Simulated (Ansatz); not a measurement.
A made-up structure of NaBH2, singlet:

```xyz
4
angstrom
B -0.2750 0.0644 -0.1446
Na 2.1403 -0.5015 1.1253
H -1.4264 -0.6140 0.0776
H -0.4390 1.0511 -1.0583
```

It is relaxed with PBE-D4/def2-SVP and then PBE0-D4/def2-TZVP (Ansatz 0.2.0). Atoms count as bonded within 1.22 times the sum of their covalent radii (H–H: 0.88 Å). The end point is not checked to be a true minimum.

(1) Does its bonding change? (A judgement: the text doesn't fix the answer.)

Results:

(1) By the calculation: No: no bond forms or breaks.

Where it ends: The first stage lowers the energy by 0.36 eV in 5 steps. It ends as NaBH₂ ([BH2][Na]):
B1  (-0.245, 0.057, -0.129)
Na2  (1.911, -0.448, 1.005)
H3  (-1.273, -0.548, 0.069)
H4  (-0.392, 0.938, -0.945)
(Å)

Labels in which every atom is bracketed show which atoms are joined, not bond orders.

For scale, one of the runs: PBE0-D4/def2-TZVP relaxation, 75 basis functions, launched by `ansatz run in.yaml --threads 2 --pin off --events-out ev --progress --plain --max-ram 4352MiB`. The run took about 3.2 s on 2 CPU threads of an Arm Neoverse V2 (shared host).
